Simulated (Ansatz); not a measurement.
Predict the output of the script below (Ansatz's Python interface).

The script reads `h2ssi.xyz`:
```text
4

Si   -0.10840   -1.01350    0.23790
S     0.12230    1.09230   -0.28820
H     0.97210   -1.41030    1.02130
H    -0.93050    1.27110   -0.99130
```

Script `cas.py`:
```python
"""Active-space calculation on H2SSi."""

import warnings

import ansatz

BASIS_SET = "cc-pVDZ"

warnings.simplefilter("ignore", ansatz.DeckWarning)

geometry = ansatz.Crystal.molecule_from_extxyz("h2ssi.xyz")

job = geometry.calculation().basis(gaussian=BASIS_SET).correlation(active_electrons=4, active_orbitals=5)
for method in [None, "sc_nevpt2"]:
    r = (job if method is None else job.correlation(method)).run(threads=1).report
    space = r["configurations"]
    state = space["states"][0]
    print(method or "casscf", f"total {r['free_energy_ev'] / 27.211386246:.6f} Ha, active-space state {state['energy']['hartree']:.6f} Ha, mean field {r['reference_energy_ev'] / 27.211386246:.6f} Ha")
    print("  determinants", state["n_determinants"], " natural occupations", [round(n, 3) for n in space["natural_occupations"]])
```

```console
$ python cas.py
casscf total -687.634800 Ha, active-space state -687.634800 Ha, mean field -687.593880 Ha
  determinants 100  natural occupations [1.982, 1.909, 0.07, 0.021, 0.018]
RunWarning: the results are in doubt because another end's mean lies 0.106 eV lower, and its corrected mean 0.095 eV higher
sc_nevpt2 total -687.814348 Ha, active-space state -687.630872 Ha, mean field -687.593880 Ha
  determinants 100  natural occupations [1.983, 1.907, 0.071, 0.028, 0.011]
```
(Warnings from the package without file and line.)

What to keep in mind:
- The settings weren't tested for convergence.
- The geometry is a force-field or estimated start, not a minimum of this method, and the basis set is short of its limit. The active space starts as a window about the frontier orbitals and is then optimised, not chosen by chemistry.
- A lower CASSCF solution was found and passed over, so the printed active-space state isn't the lowest.
- The script silences the warnings on its input, which a real study should read.
- It ran for 11 s on 1 thread of Arm Neoverse V2, with other jobs on the host, peak memory 0.16 GiB.

(Lines on the test bed's own set-up are left out of the output.)
